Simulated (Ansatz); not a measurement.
**NS+ (singlet): from Hartree-Fock to the top rungs, cc-pVDZ**

One table from this session's results is given with a row withheld; the runs are named, their logs left out.

Method: cc-pVDZ, core rule «outside noble gas», up to 6 orbitals frozen; program: Ansatz 0.2.0, Gaussian basis.

Plan: UHF; CCSD(T) on RHF; CCSD(T) on UHF; BCCD(T) on RHF; CISD; CCSDT(Q) on RHF; CCSDT(Q) on UHF; CCSDTQ on RHF; CASSCF and MRCISD+Q, 10 electrons in 8 orbitals; CASSCF and NEVPT2, 10 electrons in 8 orbitals.

8 further runs of the same task are left out: 3 that didn't finish, 5 set aside as unsound or not needed. Runs told in other sessions of the task aren't counted.

## What is computed

The geometry is a PBE0/def2-TZVP stationary point (not a proven minimum).

2 atoms, charge 1, spin multiplicity 1.

Atoms are counted from 1 here; the program's logs count them from 0.

Bond lengths: N1–S2 1.423 Å.

The first run:

Contents of in.yaml:

```yaml
crystal:
  periodic: [false, false, false]
  atoms:
    - {symbol: N, position_ang: [0.000000, 0.000000, 0.000000]}
    - {symbol: S, position_ang: [0.000000, 0.000000, 1.422600]}
basis:
  gaussian: {orbitals: cc-pVDZ}
total_charge: 1
magnetization: {spin_polarized: true, initial_magnetization: 0}
hamiltonian: {xc: hf}
output: {orbitals: {seedname: orbitals}}
```

Run with:

```
$ ansatz run in.yaml --threads 1 --pin off --events-out ev --progress --plain --max-ram 2393MiB
```

Steps of the session up to this table: UHF; CCSD(T) on RHF; CCSD(T) on UHF; BCCD(T) on RHF; CISD; CCSDT(Q) on RHF; CCSDT(Q) on UHF; CCSDTQ on RHF; CASSCF and MRCISD+Q, 10 electrons in 8 orbitals; CASSCF and NEVPT2, 10 electrons in 8 orbitals.

One table of the session follows, with a row left open; its other results are not shown here.

```
          method  from RCCSDTQ (kJ/mol)
             RHF                 +849.4
             UHF                 +824.7
            RMP2                  +56.0
            CISD                 +115.2
           RCCSD                      ?
        RCCSD(T)                   +5.5
         BCCD(T)                   +5.4
          RCCSDT                   +5.5
       RCCSDT(Q)                   -1.0
         RCCSDTQ                      0
  CASSCF valence                 +454.4
  NEVPT2 valence                  +90.5
  MRCISD valence                  +26.0
MRCISD+Q valence                   -0.1
```

**Question.** Estimate the row for RCCSD.

**Answer.** from RCCSDTQ (kJ/mol): +48.1. In the column «from RCCSDTQ (kJ/mol)» it lies between MRCISD valence (+26.0) and RMP2 (+56.0).

Not comparable, so not listed: CCSD(T) on UHF; CCSDT(Q) on UHF (they don't share determinant, frozen orbitals or solution with the rows shown, or repeat one).

Caveats from the session: The determinant of HF (⟨S²⟩ 0.62) is far from a pure spin state, so its energy mixes those of several spin states; that is harmless only where they are near-degenerate.
